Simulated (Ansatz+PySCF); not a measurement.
Two shapes of doublet H₂O(+).

Shape 1:

```xyz
3

O     0.0000    0.3662    0.0000
H     0.0000   -0.1831   -0.7846
H     0.0000   -0.1831    0.7846
```

Shape 2:

```xyz
3

O     0.0000    0.4045    0.0000
H     0.0000   -0.2022   -0.8666
H     0.0000   -0.2022    0.8666
```

Basis set: cc-pVTZ (spherical functions). Left uncorrelated: 1 orbital. Correlation on ROHF uses semicanonical orbitals with singles. Charge 1, multiplicity 2.

Computed with Ansatz (development build ahead of 0.2.0); each method stands on the lowest determinant of its kind that the runs found.

(1) Which shape is lower in energy, and by how much in each method?

Results:

(1)

| method | E(2) − E(1) (eV) |
| --- | --- |
| ROHF | 0.214 |
| UHF | 0.206 |
| ROHF-MP2 | 0.056 |
| UHF-MP2 | 0.057 |
| ROHF-CCSD(T) | 0.034 |

Shape 1 is lower.
